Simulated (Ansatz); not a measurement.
hcp Sc was calculated with r²SCAN+rVV10 in Ansatz (PAW).

Numerical settings: plane-wave cutoff 500 eV, 30×30×14 k mesh (along the axes of the cell as run), Fermi–Dirac smearing 0.1 eV, scalar-relativistic PAW data made under PBE.

Computed at the level's own relaxed cell.

Q: Give the computed volume per atom, lattice constant a and lattice parameter c.

A: 
* **volume per atom**: 24.76 Å³/atom
* **lattice constant a**: 3.318 Å
* **lattice parameter c**: 5.194 Å

Measured, for comparison: lattice constant a 3.309 Å, lattice parameter c 5.268 Å (293 K, not corrected to a static lattice; as tabulated in Wikipedia's data pages). Computed (rounded) less measured: lattice constant a +0.3 %, lattice parameter c -1.4 %. A static lattice is as a rule a little smaller and stiffer than an uncorrected measurement, which narrows the difference in the lattice parameter c and would widen misses of the other sign.

The computed numbers hold no vibrational or temperature effects.

The result took roughly 5 core-minutes.

Ansatz is an electronic-structure program.
